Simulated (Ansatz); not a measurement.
A structure of MgO relaxed with PBEsol (plane waves to 420 eV, PAW, scalar-relativistic; Ansatz, a first-principles code); single points at other levels follow on the same geometry (Ansatz, PAW; HSE06 at 420 eV on a 8×8×8 k-mesh; no spin-orbit coupling). Space group Fm-3m (No. 225).

MgO is modelled in the cubic space group Fm-3m (No. 225), the rock salt structure, Pearson symbol cF8. Cell: a = b = c = 4.214 Å, α = β = γ = 90.00°. Mg on 4a has 6 O at 2.107 Å (octahedral). O on 4b sees 6 Mg at 2.107 Å (octahedral). (Neighbours: up to the widest gap in distance over summed covalent radii, below 1.35, at either atom; cation-cation and far metal-metal contacts left out.)
(The calculation used a cell of 2 atoms; values per cell refer to that cell.)

| level | gap (eV) | kind | conduction minimum |
|---|---|---|---|
| PBEsol | 4.62 | direct | Γ |
| HSE06 | ___ | – | ___ |

Problem. Complete the blanks.

Solution. 
- HSE06, gap (eV): 6.47
- HSE06, conduction minimum: Γ

No spin polarisation in the result.

Measured for MgO: a 4.189 Å (static lattice; corrected from measurement; as listed in Daniel Mejia-Rodriguez, S. B. Trickey, Phys. Rev. B (2018)); gap 8.36 eV (static lattice; corrected from measurement; as listed in Wei Chen et al., Physical Review Materials (2018)). Computed minus measured — a: PBEsol +0.6 %; gap: PBEsol -3.74 eV, HSE06 -1.89 eV. The computed values are for a static lattice, and a measured gap can be an optical one, lowered by exciton binding.

The run could not lose the symmetry of its start.
